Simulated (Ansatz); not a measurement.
Frontier orbitals of C2H3NO2 (`O=C=NCO`).

```xyz
8

O     0.863   -1.505    2.191
C     0.301   -1.106    1.252
N    -0.385   -0.760    0.327
C    -0.203    0.153   -0.771
O     0.384    1.361   -0.401
H     0.463   -0.298   -1.510
H    -1.185    0.299   -1.228
H    -0.238    1.855    0.141
```

Charge 0, multiplicity 1. All single points use the PBE0-D4/def2-TZVP geometry. It is one conformer, not always the lowest. Basis def2-TZVPP, Ansatz.

Orbital energies of one run (eV). Highest occupied ones, from the top: -11.02, -11.44, -12.28, -13.99, -15.80, -16.00, -17.14, -17.28, -17.86, -19.46, -23.80, -29.68, -32.64, -33.88. Empty: 2.54, 3.10, 3.78, 4.24, 4.45, 5.57.

**Question.** Which functional gave them?
A. BHLYP
B. PBE0
C. LC-ωPBE
D. r2SCAN

**Answer.** C. HOMO energies: LC-ωPBE -11.02, PBE0 -8.30, BHLYP -9.65, r2SCAN -7.15 eV.

LC-ωPBE has ω = 0.4 bohr⁻¹.
